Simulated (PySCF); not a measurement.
**Cost of response and excited-state runs on SMILES C#CC=C1C=C1, C$_{6}$H$_{4}$**

Atoms are numbered as in `[CH:1]#[C:2][CH:3]=[C:4]1[CH:5]=[CH:6]1`; H(Xn) means a hydrogen on atom n.

PySCF with density fitting, on 1 thread of an Arm Neoverse V1, shared host. Command: `OMP_NUM_THREADS=1 python excited_run.py task.json out`

Task: How long does each of these runs take, and how much memory?
- first hyperpolarisability, HF/def2-SVPD; wavelengths [1550, 1064, 694.3] nm; grid level 1
- first hyperpolarisability, wB97X-D/3-21G; wavelengths [1550, 1064, 694.3] nm
- first hyperpolarisability, wB97X-D/def2-SVPD; wavelengths [1064, 488] nm; IEF-PCM toluene
- first hyperpolarisability, wB97X-D/def2-SVPD; wavelengths [1550, 1064, 694.3] nm

Result: 
| run | level | basis functions | wall time | peak memory (GiB) |
| --- | --- | --- | --- | --- |
| first hyperpolarisability | HF/def2-SVPD | 152 | 3.9 s | 0.53 |
| first hyperpolarisability | wB97X-D/3-21G | 62 | 4.5 s | 0.38 |
| first hyperpolarisability | wB97X-D/def2-SVPD | 152 | 13 s | 0.58 |
| first hyperpolarisability | wB97X-D/def2-SVPD | 152 | 15 s | 0.54 |

Times from a shared host are rough.
